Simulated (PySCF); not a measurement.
**B: ionisation energy**

B [He] 2s2 2p1 (2P) → B⁺ [He] 2s2 (1S), as a difference of total energies. Computed with PySCF 2.14 in x2c-TZVPPall (5s3p2d1f, 31 functions), with scalar relativity by spin-free X2C-1e. Correlated levels: valence: 1s2 frozen. The calculations carry no spin-orbit coupling.

```csv
method,ionisation energy (eV)
UHF,8.038
MP2 (valence),8.258
SCS-MP2 (valence),8.228
CCSD (valence),8.169
CCSD(T) (valence),8.205
CCSDT (valence),8.217
FCI (valence),8.217
```

Question: How much does correlation contribute at CCSD(T) (valence)?

Answer: 8.205 − (8.038) = 0.167 eV, measured against UHF.

Errors of the correlated levels include the incompleteness of this basis and the frozen core.

The coupled-cluster amplitudes are large for B⁺ (T1 above 0.03 or a double amplitude above 0.15), so a single reference is strained.

For comparison: 8.297 eV (measured; NIST levels, between the centres of gravity of the two terms).
